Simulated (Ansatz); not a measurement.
SiH2, 3 atoms. Hardware: 4 threads of Arm Neoverse V2 on a shared host.

Correlated methods freeze 5 core orbitals.

Q: How many basis functions does each of these Ansatz runs have, and roughly what does it cost? r2SCAN-D4/def2-TZVP, charge 0 triplet at the geometry of the charge 0 singlet, energy, from earlier orbitals; CCSD(T)/def2-TZVPP, charge 1 doublet at the geometry of the charge 0 singlet, energy, from earlier orbitals; r2SCANh-D4/def2-TZVP, charge 0 singlet, energy, from earlier orbitals; ωB97M-V/def2-TZVP, charge 0 singlet, energy, from earlier orbitals; r2SCAN0-D4/def2-TZVP, charge 0 singlet, energy, from earlier orbitals; PBE0-D4/def2-TZVPD, charge 0 singlet, energy, from earlier orbitals; PBE-D4/def2-TZVP, charge 0 triplet at the geometry of the charge 0 singlet, energy, from earlier orbitals; r2SCAN-D4/def2-TZVPD, charge 0 singlet, energy, from earlier orbitals; PBE-D4/def2-SVP, charge 0 singlet, energy, from earlier orbitals; PBE-D4/def2-TZVP, charge 1 doublet at the geometry of the charge 0 singlet, energy, from earlier orbitals; PBE-D4/def2-TZVPD, charge -1 doublet at the geometry of the charge 0 singlet, energy, from earlier orbitals; B2PLYP/def2-TZVP, charge 0 singlet, energy, from earlier orbitals.

A: Other jobs shared the machine, so times can vary by a factor of up to 3. A dash marks memory too small to be measured apart from the calling script's.

```json
{"run": "PBE-D4/def2-SVP, charge 0 singlet, energy, from earlier orbitals", "functions": "28", "fitting or Cholesky vectors": "312", "wall time": "0.1 s", "peak host memory (GiB)": "–"}
{"run": "PBE0-D4/def2-TZVPD, charge 0 singlet, energy, from earlier orbitals", "functions": "61", "fitting or Cholesky vectors": "398", "wall time": "0.2 s", "peak host memory (GiB)": "–"}
{"run": "PBE-D4/def2-TZVP, charge 1 doublet at the geometry of the charge 0 singlet, energy, from earlier orbitals", "functions": "49", "fitting or Cholesky vectors": "340", "wall time": "0.2 s", "peak host memory (GiB)": "–"}
{"run": "PBE-D4/def2-TZVP, charge 0 triplet at the geometry of the charge 0 singlet, energy, from earlier orbitals", "functions": "49", "fitting or Cholesky vectors": "340", "wall time": "0.2 s", "peak host memory (GiB)": "–"}
{"run": "B2PLYP/def2-TZVP, charge 0 singlet, energy, from earlier orbitals", "functions": "49", "fitting or Cholesky vectors": "318", "wall time": "0.25 s", "peak host memory (GiB)": "–"}
{"run": "PBE-D4/def2-TZVPD, charge -1 doublet at the geometry of the charge 0 singlet, energy, from earlier orbitals", "functions": "61", "fitting or Cholesky vectors": "377", "wall time": "0.3 s", "peak host memory (GiB)": "–"}
{"run": "ωB97M-V/def2-TZVP, charge 0 singlet, energy, from earlier orbitals", "functions": "49", "fitting or Cholesky vectors": "340", "wall time": "0.4 s", "peak host memory (GiB)": "–"}
{"run": "r2SCANh-D4/def2-TZVP, charge 0 singlet, energy, from earlier orbitals", "functions": "49", "fitting or Cholesky vectors": "340", "wall time": "0.4 s", "peak host memory (GiB)": "–"}
{"run": "CCSD(T)/def2-TZVPP, charge 1 doublet at the geometry of the charge 0 singlet, energy, from earlier orbitals", "functions": "70", "fitting or Cholesky vectors": "395", "wall time": "0.4 s", "peak host memory (GiB)": "–"}
{"run": "r2SCAN0-D4/def2-TZVP, charge 0 singlet, energy, from earlier orbitals", "functions": "49", "fitting or Cholesky vectors": "356", "wall time": "0.45 s", "peak host memory (GiB)": "–"}
{"run": "r2SCAN-D4/def2-TZVPD, charge 0 singlet, energy, from earlier orbitals", "functions": "61", "fitting or Cholesky vectors": "377", "wall time": "0.45 s", "peak host memory (GiB)": "–"}
{"run": "r2SCAN-D4/def2-TZVP, charge 0 triplet at the geometry of the charge 0 singlet, energy, from earlier orbitals", "functions": "49", "fitting or Cholesky vectors": "340", "wall time": "0.6 s", "peak host memory (GiB)": "–"}
```
